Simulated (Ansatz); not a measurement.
Total energies of C2H2S (`C#CS`).

```xyz
5

C     0.908    0.465   -0.722
C    -0.090    0.135   -0.136
S    -1.554   -0.238    0.597
H     1.798    0.749   -1.233
H    -1.063   -1.112    1.495
```

The species carries charge 0 and has multiplicity 1. All single points use the PBE0-D4/def2-TZVP geometry. It is one conformer, not always the lowest. Basis def2-TZVPP, Ansatz 0.2.0.

RPA on PBE orbitals: Hartree–Fock energy of these orbitals -474.36360 Eh, correlation -0.78060 Eh (frozen core).

```
             functional  energy without D4 (Eh)  D4 term (kJ/mol)
            LDA (SPW92)              -473.47314                 –
                    PBE              -475.29520              -7.7
                 revPBE              -475.47765             -24.9
                   BLYP              -475.54171             -17.4
                 B97M-V              -475.46704                 –
                   PBE0              -475.32956              -6.4
                r2SCANh              -475.48362              -1.9
                r2SCAN0              -475.47405              -2.1
HSE06 (plane-wave form)              -475.31781              -5.9
                  BHLYP              -475.51514              -9.4
              CAM-B3LYP              -475.53237              -6.4
                LC-ωPBE              -475.38718                 –
                 B2PLYP              -475.37444                 –
               PBE-QIDH              -475.22909                 –
```

Question: Give the same for r2SCAN, B3LYP, ωB97X-V, ωB97M-V. (Estimate.)

Answer: Computed: 
```
functional  energy without D4 (Eh)  D4 term (kJ/mol)
    r2SCAN              -475.49044              -1.7
     B3LYP              -475.58887             -12.5
   ωB97X-V              -475.47910                 –
   ωB97M-V              -475.51393                 –
```

B3LYP takes the VWN-RPA correlation (the form of Gaussian; ORCA's B3LYP/G). HSE06 is the plane-wave form, built on full-range PBE exchange. The double hybrids freeze the cores in their second-order part.

LC-ωPBE has ω = 0.4 bohr⁻¹.
